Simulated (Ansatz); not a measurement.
`N#CCCO` + CH₃OH → `COCCC#N` + H₂O  (substitution at a C–O bond)

Gas-phase electronic energies from Ansatz, PBE0-D4/def2-TZVP geometries. CBS: MP2 limit from def2 TZ/QZ plus the TZ coupled-cluster correction, frozen cores. This one scheme is used for every species. DFT in def2-TZVPP. B3LYP here is the variant with VWN-RPA as its local correlation; programs differ in this. Each species was taken in one conformer, which may not be the lowest.

```json
{"level": "r2SCAN-D4", "ΔE (kJ/mol)": "-12.5", "difference from CCSD(T)/CBS": "2.9"}
{"level": "PBE0-D4", "ΔE (kJ/mol)": "-11.7", "difference from CCSD(T)/CBS": "3.7"}
{"level": "B3LYP-D4", "ΔE (kJ/mol)": "-12.6", "difference from CCSD(T)/CBS": "2.8"}
{"level": "ωB97M-V", "ΔE (kJ/mol)": "-12.3", "difference from CCSD(T)/CBS": "3.1"}
{"level": "B2PLYP", "ΔE (kJ/mol)": "-9.9", "difference from CCSD(T)/CBS": "5.5"}
{"level": "PBE", "ΔE (kJ/mol)": "-7.3", "difference from CCSD(T)/CBS": "8.1"}
{"level": "r2SCAN", "ΔE (kJ/mol)": "-10.9", "difference from CCSD(T)/CBS": "4.5"}
{"level": "HF/def2-TZVPP", "ΔE (kJ/mol)": "-2.9", "difference from CCSD(T)/CBS": "12.5"}
{"level": "MP2/def2-TZVPP", "ΔE (kJ/mol)": "-17.3", "difference from CCSD(T)/CBS": "-1.9"}
{"level": "CCSD/def2-TZVPP", "ΔE (kJ/mol)": "-12.8", "difference from CCSD(T)/CBS": "2.6"}
{"level": "CCSD(T)/def2-TZVPP", "ΔE (kJ/mol)": "-14.7", "difference from CCSD(T)/CBS": "0.7"}
{"level": "HF/def2-QZVPP", "ΔE (kJ/mol)": "-3.1", "difference from CCSD(T)/CBS": "12.3"}
{"level": "MP2/def2-QZVPP", "ΔE (kJ/mol)": "-17.7", "difference from CCSD(T)/CBS": "-2.3"}
{"level": "HF/CBS(def2)", "ΔE (kJ/mol)": "-3.1", "difference from CCSD(T)/CBS": "12.3"}
{"level": "MP2/CBS(def2)", "ΔE (kJ/mol)": "-18.0", "difference from CCSD(T)/CBS": "-2.6"}
{"level": "CCSD/CBS(def2)", "ΔE (kJ/mol)": "-13.5", "difference from CCSD(T)/CBS": "1.9"}
{"level": "CCSD(T)/CBS", "ΔE (kJ/mol)": "-15.4", "difference from CCSD(T)/CBS": "0"}
```

Largest T1 diagnostic among the species: 0.012.

The D4 term adds −7.0 kJ/mol with B3LYP and −4.1 kJ/mol with PBE0; it sums over pairs of atoms, weighted by their polarisabilities, and B3LYP, whose exchange is more repulsive, gets the larger term. In def2-TZVPP, CCSD(T) changes the Hartree–Fock value by −11.8 kJ/mol (the triples alone add −1.9 kJ/mol) and MP2 by −14.3 kJ/mol.
